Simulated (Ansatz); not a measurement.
Worked example: the enthalpy of formation of BHF2 (SMILES FBF)

BHF2 has 4 atoms, charge 0, and is taken as a singlet. As SMILES, `FBF`. Geometry: relaxed at PBE0-D4/def2-TZVP.

Total energies at r2SCAN0/def2-TZVPP (Ansatz 0.2.0); the atoms run unrestricted:

```tsv
species	state	energy (Eh)
BHF2	singlet	-225.222394
F	doublet	-99.720935
B	doublet	-24.638938
H	doublet	-0.499870
```

Harmonic wavenumbers at PBE0-D4/def2-TZVP, in cm⁻¹: 539, 925, 1088, 1187, 1445, 2694.

Measured heats of formation of the gaseous atoms at 298.15 K, in kJ/mol: F 79.4, B 570.3, H 218.0. Spin-orbit lowering of the atoms at 298 K (mean of the ground term's levels less their thermal mean, from spectra), in kJ/mol: F 1.29, B 0.00. Take 1 Eh = 2625.50 kJ/mol, 1 cm⁻¹ = 0.0119627 kJ/mol, RT = 2.479 kJ/mol.

**Question.** Work out the heat of formation of the gas at 298 K.

**Answer.** 
1. Electronic atomisation energy: 2 × (-99.720935) + (-24.638938) + (-0.499870) − (-225.222394) = 0.641716 Eh = 1684.8 kJ/mol.
2. Zero-point energy: half the sum of the wavenumbers, 3939 cm⁻¹ = 47.1 kJ/mol.
3. Thermal vibrational enthalpy, Σ hcν̃/(exp(hcν̃/kT) − 1): 0.8 kJ/mol. Translation, rotation and pV of a non-linear molecule: 4 RT = 9.9 kJ/mol.
4. The 4 free atoms carry 5/2 RT each: 24.8 kJ/mol.
5. Spin-orbit coupling lowers the free atoms by 2 × 1.29 + 0.00 = 2.6 kJ/mol.
6. Atomisation enthalpy at 298 K: 1684.8 − 2.6 − 47.1 − 0.8 − 9.9 + 24.8 = 1649.2 kJ/mol.
7. Sum of the atoms' heats of formation: 947.1 kJ/mol. Heat of formation: 947.1 − 1649.2 = -702.1 kJ/mol.

The tabulated value is -733.9 kJ/mol (NIST-JANAF tables; in doubt: it rests on an older heat of the boron atom), so this level is off by +31.8 kJ/mol, or 1.9 % of the atomisation enthalpy that the table implies (1680.9 kJ/mol). Anharmonicity and any spin-orbit splitting of the molecule are left out.
